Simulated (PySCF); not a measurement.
# C3H4O2 (acrylic acid): the cost of one run

Programs: PySCF 2.14.0, with density-fitted response routines of our own. Each step states its level of theory. These are calculated values for one molecule in the gas phase, unless marked as measured. Atoms are numbered from 0 throughout.

### Step 1. The molecule as given

9 atoms, charge 0, multiplicity 1; geometry from: MMFF94s.

Bonds of the start (Å): C0–C1 1.34, C1–C2 1.47, C2–O3 1.22, C2–O4 1.34, C0–H5 1.08, C0–H6 1.09, C1–H7 1.08, O4–H8 0.98.

### Step 2. Relaxing the molecule at PBE0-D3(BJ)/def2-SVP

The job: settings as JSON, then the geometry in Å.

```
{"job": {"xc": "PBE0", "basis": "def2-SVP", "d3": "d3bj", "grid": 1, "kind": "geom"}, "charge": 0, "multiplicity": 1}
C     -1.466214    -0.435119    -0.402702
C     -0.355231    -0.405099     0.343525
C      0.792100     0.420931    -0.056009
O      0.887546     1.133094    -1.036305
O      1.784495     0.292912     0.838448
H     -2.314896    -1.044054    -0.110251
H     -1.553019     0.144753    -1.317931
H     -0.264762    -0.981249     1.255900
H      2.489981     0.873831     0.485327
```

Command:

```
> OMP_NUM_THREADS=1 python probes_run.py task.json out
```

The driver reads the jobs from task.json and runs them one after another.

Q: Estimate the wall time and peak memory of this first job on 1 thread of Arm Neoverse V1, shared host.

About 21 s, with a peak of 0.37 GiB.
